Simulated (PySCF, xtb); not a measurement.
carbon disulfide (CS2), SMILES S=C=S. Atoms are numbered in the order given.

```xyz
3

S      0.0000     0.0000     1.5483
C      0.0000     0.0000     0.0000
S      0.0000     0.0000    -1.5483
```

The structure is a stationary point at PBE0-D3(BJ)/def2-TZVP.

Computed with C-PCM-PBE0/def2-SVP in PySCF.

The values are the electrostatic part of the solvation free energy, E(continuum) − E(gas) at the gas-phase geometry, in a cavity of scaled van der Waals radii (PySCF's table); cavitation and dispersion terms are not included. In vacuum the orbital gap is 6.04 eV. The dipole moment in vacuum is 0.00 D.

```csv
solvent,ε,ΔG(elec) (kcal/mol),dipole (D),gap (eV)
water,78.36,-0.2,0.00,6.05
chloroform,4.71,-0.2,0.00,6.05
acetonitrile,35.69,-0.2,0.00,6.05
```

For comparison, GFN2-xTB/ALPB(water) (xtb, at the GFN2-xTB geometry, all terms of that model) gives 4.1 kcal/mol.
